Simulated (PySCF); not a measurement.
How the functional moves excitation energies

Compound: C3H4O.
Geometry (PBE0-D3(BJ)/def2-SVP, Å), atoms numbered from 1 in this order:
```
atom  x, y, z in Å
C1     1.765   -0.501    0.870
C2     0.733   -0.254    0.289
C3    -0.504    0.025   -0.434
O4    -1.329    0.874    0.316
H5     2.682   -0.709    1.389
H6    -0.231    0.466   -1.415
H7    -0.995   -0.946   -0.655
H8    -2.120    1.045   -0.205
```

Linear-response calculations in the def2-SVPD basis (PySCF; singlets by full response, triplets Tamm–Dancoff, core orbitals frozen in the response; HF means time-dependent Hartree–Fock). 'Strongest' is the level of largest summed f among the singlets computed (10 roots, of which the last may lack a degenerate partner); it can jump between rows when another state enters that window. S1 is the lowest singlet of each run and needn't be the same state throughout; f(S1) is that of one state. One conformer (not necessarily the lowest) at the PBE0-D3(BJ)/def2-SVP geometry, without solvent, vibrations or thermal averaging.

```csv
functional,kind,S1 (eV),f(S1),strongest (eV),T1 (eV),HOMO (eV),gap (eV),"ionisation energy, ΔSCF (eV)"
PBE0,"global hybrid, 25% exact exchange",6.04,0.000,8.23,5.18,-7.68,7.70,9.99
BHandHLYP,"global hybrid, 50% exact exchange",6.09,0.000,9.07,5.16,-8.85,9.53,10.13
CAM-B3LYP,range-separated hybrid,6.08,0.000,8.53,5.26,-9.08,9.88,10.20
wB97X-D,range-separated hybrid,6.19,0.000,8.72,5.38,-9.58,11.35,10.12
LC-wPBE,range-separated hybrid,6.27,0.000,9.21,5.17,-10.47,12.43,10.36
```

S1 runs from 6.04 eV (PBE0) to 6.27 eV (LC-wPBE), a spread of 0.23 eV, while the orbital gap spreads over 4.7 eV. −ε(HOMO) comes closest to its own ΔSCF ionisation energy with LC-wPBE (+0.11 eV) and misses most with PBE0 (-2.30 eV).
